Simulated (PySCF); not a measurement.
# Ways to converge the SCF of SiO

Aim: find out which solver settings change the answer for SiO.

Method: method and basis as typed in the scripts; program: PySCF 2.14.0.

3 further runs of the same task are left out: 1 for a known fault of the program, 2 that didn't finish.

**1. The system as given**

SiO: 2 atoms, charge 0, spin multiplicity 1.

Bond lengths: Si1–O2 1.621 Å.

**2. The run that the others are compared with**

Input file input.py:

```python
from pyscf import gto, scf, cc

mol = gto.M(
    atom='Si 0 0 0; O 0 0 1.621',
    basis='crenbl',
    ecp={'Si': 'crenbl', 'O': 'crenbl'},
    charge=0,
    spin=0,
    verbose=4,
)
mf = scf.RHF(mol)
mf.kernel()
mycc = cc.CCSD(mf)
mycc.kernel()
mycc.ccsd_t()
mf.dip_moment()
print('orbital energies (hartree):', mf.mo_energy[..., max(0, mol.nelec[1]-3):mol.nelec[0]+3].round(4))
```

Started as:

```
$ OMP_NUM_THREADS=1 python input.py
```

The log of this run is left out.

In short: E(SCF) = -19.412211 Eh, 9 cycles, E(CCSD) − E(SCF) = -0.21365 Eh, (T) = -0.01444 Eh, μ = 4.40 D (of the SCF density).

The bond length is a typed value, not an optimised one.

**3. Damping 0.5**

Variant 1 changes damping: none → 0.5.

Input file input.py:

```python
from pyscf import gto, scf, cc

mol = gto.M(
    atom='Si 0 0 0; O 0 0 1.621',
    basis='crenbl',
    ecp={'Si': 'crenbl', 'O': 'crenbl'},
    charge=0,
    spin=0,
    verbose=4,
)
mf = scf.RHF(mol)
mf.damp = 0.5
mf.diis_start_cycle = 8
mf.kernel()
mycc = cc.CCSD(mf)
mycc.kernel()
mycc.ccsd_t()
mf.dip_moment()
print('orbital energies (hartree):', mf.mo_energy[..., max(0, mol.nelec[1]-3):mol.nelec[0]+3].round(4))
```

Started as:

```
$ OMP_NUM_THREADS=1 python input.py
```

**4. Level shift 0.5 hartree**

Variant 2 changes level shift: none → 0.5 hartree.

input.py: that of step 2 with these lines changed.

```diff
@@ -11,2 +11,3 @@
 mf = scf.RHF(mol)
+mf.level_shift = 0.5
 mf.kernel()
```

**5. Convergence threshold 1e-13 hartree**

Variant 3 changes convergence threshold: default → 1e-13 hartree.

input.py: that of step 2 with these lines changed.

```diff
@@ -11,2 +11,3 @@
 mf = scf.RHF(mol)
+mf.conv_tol = 1e-13
 mf.kernel()
```

**6. DIIS space 4**

Variant 4 changes DIIS space: default → 4.

input.py: that of step 2 with these lines changed.

```diff
@@ -11,2 +11,3 @@
 mf = scf.RHF(mol)
+mf.diis_space = 4
 mf.kernel()
```

**7. Initial guess 1e**

Variant 5 changes initial guess: minao → 1e.

input.py: that of step 2 with these lines changed.

```diff
@@ -11,2 +11,3 @@
 mf = scf.RHF(mol)
+mf.init_guess = '1e'
 mf.kernel()
```

**8. Convergence threshold 1e-07 hartree**

Variant 6 changes convergence threshold: default → 1e-07 hartree.

input.py: that of step 2 with these lines changed.

```diff
@@ -11,2 +11,3 @@
 mf = scf.RHF(mol)
+mf.conv_tol = 1e-07
 mf.kernel()
```

Q: Predict the outcome of this session. Wanted: for each run, E(SCF); from base; gap; SCF dipole; after the SCF.

The runs gave:

```
                                run  E(SCF) (hartree)  from base (eV)  cycles  gap (eV)  SCF dipole (D)                  after the SCF
                               base        -19.412211               0       9     12.54            4.40  CCSD(T) correlation -6.207 eV
                        damping 0.5        -19.412211          0.0000      13     12.54            4.40  CCSD(T) correlation -6.207 eV
            level shift 0.5 hartree        -19.412211          0.0000      14     12.54            4.40  CCSD(T) correlation -6.207 eV
convergence threshold 1e-13 hartree        -19.412211          0.0000      11     12.54            4.40  CCSD(T) correlation -6.207 eV
                       DIIS space 4        -19.412211          0.0000       9     12.54            4.40  CCSD(T) correlation -6.207 eV
                   initial guess 1e        -19.412211          0.0000      16     12.54            4.40  CCSD(T) correlation -6.207 eV
convergence threshold 1e-07 hartree        -19.412211          0.0000       8     12.54            4.40  CCSD(T) correlation -6.207 eV
```

Distance from each run's final energy (log10 hartree) by cycle:

```
                                run  cycle 1  cycle 2  cycle 3  cycle 5  cycle 8  cycle 12
                               base     -0.7     -0.4     -3.0     -5.9     -9.6      done
                        damping 0.5     -0.7     -2.2     -2.8     -3.8     -5.4      -9.4
            level shift 0.5 hartree     -0.7     -1.6     -2.6     -4.3     -6.3      -8.7
convergence threshold 1e-13 hartree     -0.7     -0.4     -3.0     -5.9     -9.6      done
                       DIIS space 4     -0.7     -0.4     -3.0     -5.9     -9.2      done
                   initial guess 1e      1.1      1.0      0.8      0.6     -0.3      -4.9
convergence threshold 1e-07 hartree     -0.7     -0.4     -3.0     -5.9     -9.9      done
```

The SCF energy stays the same, to the digits that matter, with damping 0.5 or level shift 0.5 hartree or convergence threshold 1e-13 hartree or DIIS space 4 or initial guess 1e or convergence threshold 1e-07 hartree. The base needs 9 cycles and the run with initial guess 1e needs 16.
